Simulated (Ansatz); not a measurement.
Geometry optimisation, RKS BLYP-D4/def2-SVPD (Ansatz 0.2.0).

The input (input.yaml):

```yaml
crystal:
  periodic: [false, false, false]
  atoms:
    - { symbol: Al, position_ang: [0.0, 0.0, 0.0] }
    - { symbol: C, position_ang: [1.4047, 0.0, 1.654] }
    - { symbol: H, position_ang: [0.4051, -0.3092, 2.0245] }
    - { symbol: H, position_ang: [2.1723, -0.7111, 2.0245] }
    - { symbol: H, position_ang: [1.6368, 1.0203, 2.0245] }
    - { symbol: H, position_ang: [1.7519, 0.0, 0.1685] }
    - { symbol: C, position_ang: [-1.706, 0.0, -0.985] }
    - { symbol: H, position_ang: [-2.2662, -0.9305, -0.7558] }
    - { symbol: H, position_ang: [-2.3102, 0.8797, -0.6796] }
    - { symbol: H, position_ang: [-1.5043, 0.0508, -2.0753] }
basis:
  gaussian: { orbitals: def2-SVPD }
hamiltonian:
  xc: blyp
  dispersion: d4
relax:
  f_tol: 0.15
  max_steps: 25
  restrain:
    - { distance: [1, 5], at: 1.11, k: 30.0 }
    - { distance: [0, 1], at: 3.17, k: 30.0 }
    - { distance: [0, 5], at: 2.76, k: 30.0 }
```

Launched with:

```bash
$ ansatz run input.yaml --threads 4 --pin off --max-ram 5120MiB --backend cpu --events-out ev --progress --plain --runs-dir out
```

Q: Where does it end, and by what steps?

A: The forces met the threshold. The restraints hold the end off the free minimum; the threshold counts their pulls, which the force column leaves out. Restrained pairs: C2–H6 (1.53 → 1.11 Å), Al1–C2 (2.17 → 3.18 Å), Al1–H6 (1.76 → 2.76 Å). After 21 steps the energy has fallen by 4.002 eV (the restraints' own energy left out); Al1 moved furthest, 1.68 Å.

| step | energy less start (eV) | largest force component (eV/Å) | accepted |
| --- | --- | --- | --- |
| 0 | 0.0000 | 2.626 | yes |
| 1 | -0.1824 | 3.563 | yes |
| 2 | -0.1208 | 7.194 | yes |
| 3 | -0.7265 | 8.634 | yes |
| 4 | -2.5161 | 3.565 | yes |
| 5 | -3.3438 | 1.353 | yes |
| 6 | -3.7215 | 1.175 | yes |
| 7 | -3.7627 | 0.551 | yes |
| 8 | -3.7955 | 0.546 | yes |
| 9 | -3.8084 | 0.521 | yes |
| 10 | -3.8522 | 0.425 | yes |
| 11 | -3.8864 | 0.349 | yes |
| 12 | -3.9197 | 0.269 | yes |
| 13 | -3.9379 | 0.331 | yes |
| 14 | -3.9717 | 0.202 | yes |
| 15 | -3.9784 | 0.210 | yes |
| 16 | -3.9836 | 0.153 | yes |
| 17 | -3.9882 | 0.250 | yes |
| 18 | -3.9943 | 0.171 | yes |
| 19 | -4.0002 | 0.168 | yes |
| 20 | -3.9995 | 0.154 | no |
| 21 | -4.0020 | 0.164 | yes |

```xyz
10
Properties=species:S:1:pos:R:3
Al 0.388 0.808 -1.425
C 1.155 -0.105 1.518
H 0.199 -0.651 1.575
H 1.754 -0.304 2.425
H 0.963 0.981 1.449
H 1.733 -0.443 0.635
C -1.377 0.046 -0.789
H -1.302 -1.031 -0.511
H -1.774 0.579 0.106
H -2.155 0.121 -1.582
```

Time of the run: 22 s on 4 threads of Arm Neoverse V2 (shared host), peak memory 0.14 GiB.
